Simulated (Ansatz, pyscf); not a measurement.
O=SiH₂ (SMILES O=[SiH2]) + NH₃ (SMILES N) -> H₂N–SiH₂–OH (SMILES N[SiH2]O), an addition across a multiple bond or ene-type step on the singlet surface: H–N broken, H–O, N–Si formed. Single points on ωB97X-D3(BJ)/def2-SVP structures (PySCF, gas phase). Wave-function energies: Ansatz (an electronic-structure program), frozen core, RHF or UHF references. In kcal/mol, from the separated reactants.

Cost: rough CPU time of the saddle's run relative to CCSD(T)/cc-pV(D+d)Z, from one job on a shared machine, with the HF step and its search for lower states.

```csv
level,barrier,reaction energy,cost
ωB97M-D3(BJ)/def2-TZVP,-19.61,-60.79,–
PBE0-D3(BJ)/def2-TZVP,-23.36,-62.50,–
CCSD(T)/cc-pV(D+d)Z,-14.96,-55.33,1
CCSDT(Q)/cc-pV(D+d)Z,-14.74,-54.78,200
CCSD(T)/cc-pV(T+d)Z,-18.08,-59.62,11
CCSD(T)/cc-pV(Q+d)Z,-18.75,-60.77,–
```

In cc-pV(D+d)Z, going from CCSD(T) to CCSDT(Q) shifts the barrier by +0.22 and the reaction energy by +0.55 kcal/mol. With HF in the quadruple-zeta basis and the correlation energy extrapolated as X⁻³ from X = 3, 4, CCSD(T) gives -19.47 and -61.55; adding the double-zeta shift gives ΔE‡ = -19.25 and ΔE = -60.99 kcal/mol, without core correlation, relativity or geometry relaxation at these levels. On the reactant side the descent ends in an adduct with a N–Si contact, 31.85 kcal/mol under the separated species and 10.67 kcal/mol under the saddle at ωB97X-D3(BJ)/def2-TZVP. At ωB97M-D3(BJ)/def2-TZVP, PBE0-D3(BJ) the saddle lies under the separated reactants, which points to a path from their complex (located at ωB97X-D3(BJ) alone). What is counted as formed (N–Si) is already present as a longer contact in the reactant adduct; forming that adduct is a step of its own. At ωB97X-D3(BJ)/def2-TZVP the barrier from the zero used here is -21.18 kcal/mol. This is the saddle that the search found; another between the same sides may lie lower.
